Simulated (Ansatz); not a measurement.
Born–Oppenheimer molecular dynamics of H₆OSi (8 atoms, charge 0, multiplicity 1). It starts at the highest image of a converged band. Of that band: Neighbouring images differ by up to 1.3 eV, so the band resolves the path poorly. A vibrational analysis at the climbing image gives one clearly imaginary mode, 1242i cm⁻¹: a first-order saddle point.

The calculation used RKS PBE0/def2-SVP (Ansatz 0.2.0).

* ensemble: NVE (velocity Verlet)
* time step: 0.5 fs
* steps asked: 200
* starting velocities drawn for: 100 K
* seed: 3106

First frame:

```xyz
8
Properties=species:S:1:pos:R:3
Si -0.222 0.070 -0.131
H -0.181 0.697 1.518
H 1.041 -0.667 0.178
H -0.033 1.451 -0.661
H -0.755 -0.688 -1.331
O -1.823 -0.348 0.781
H -2.123 -1.269 0.841
H -1.166 0.125 1.568
```

(1) How far do the bonds stretch over the last three quarters of this one trajectory? (Pairs bonded in most of those frames.)

Answers

(1) 
```json
{"bond": "Si1–H2", "mean (Å)": "1.495", "spread (Å)": "0.027", "shortest": "1.45", "longest": "1.54"}
{"bond": "Si1–H3", "mean (Å)": "1.501", "spread (Å)": "0.009", "shortest": "1.48", "longest": "1.52"}
{"bond": "Si1–H4", "mean (Å)": "1.501", "spread (Å)": "0.029", "shortest": "1.45", "longest": "1.55"}
{"bond": "Si1–H5", "mean (Å)": "1.496", "spread (Å)": "0.011", "shortest": "1.48", "longest": "1.52"}
{"bond": "O6–H7", "mean (Å)": "0.969", "spread (Å)": "0.009", "shortest": "0.95", "longest": "0.98"}
{"bond": "O6–H8", "mean (Å)": "0.968", "spread (Å)": "0.019", "shortest": "0.94", "longest": "1.00"}
```

Mean temperature of the second half: 1898 K. The conserved energy stayed within 0.087 meV per atom of its start (net change 0.065 meV per atom), so the integration is sound. The kinetic energy rose, since the run started high on the potential surface and went downhill. It ends in pieces (H2O + H4Si), so much of that is their flight and rotation, not heat. A run of 0.1 ps of so small a system gives no equilibrium averages. The orbitals stay closed-shell, which can raise the energy where a bond breaks towards radicals; this wasn't checked here.

Time of the run: 4.1 min on 1 thread of Arm Neoverse V2, with other jobs on the host, peak memory 0.12 GiB.
